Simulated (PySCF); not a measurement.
# Excitation energies in several basis sets

N₂O.
SMILES: `N#[N+][O-]`

TDDFT with PBE0 (PySCF), vertical singlets, core orbitals frozen in the response, spherical d and f functions. Geometry: PBE0-D3(BJ)/def2-SVP; no solvent, vibrations or thermal averaging.

```csv
basis,functions,diffuse,S1 (eV),S2 (eV),S3 (eV),S4 (eV),S5 (eV),LUMO (eV),α (au)
6-31G*,42,no,6.80,7.26,7.26,11.42,11.42,0.01,14.1
def2-SVP,42,no,6.75,7.22,7.22,11.21,11.21,-0.13,13.9
6-31+G*,54,yes,6.73,7.15,7.15,8.66,8.66,-0.42,16.9
def2-SVPD,63,yes,6.76,7.19,7.19,9.26,9.26,-0.39,18.4
aug-cc-pVDZ,69,yes,6.76,7.17,7.17,8.59,8.59,-0.37,18.8
def2-TZVP,93,no,6.79,7.20,7.20,9.88,9.88,-0.25,16.9
def2-TZVPD,114,yes,6.77,7.17,7.17,8.65,8.65,-0.32,19.1
aug-cc-pVTZ,138,yes,6.76,7.15,7.15,8.53,8.53,-0.37,19.2
```

Compare the sets with the largest diffuse one.

States are compared by their number. Against the largest diffuse basis here (aug-cc-pVTZ, itself not a converged limit), sets without diffuse functions differ by up to 0.03 eV in S1 and 2.88 eV in S5; the smaller diffuse sets differ by up to 0.03 and 0.72 eV. State by state, the largest deviation of a set without diffuse functions is S1 0.03, S2 0.10, S3 0.10, S4 2.88, S5 2.88 eV. The same number needn't mean the same state in each row. Against aug-cc-pVTZ the polarisability deviates by -27% in 6-31G*, -28% in def2-SVP, -12% in 6-31+G*, -4% in def2-SVPD, -2% in aug-cc-pVDZ, -12% in def2-TZVP, -1% in def2-TZVPD.
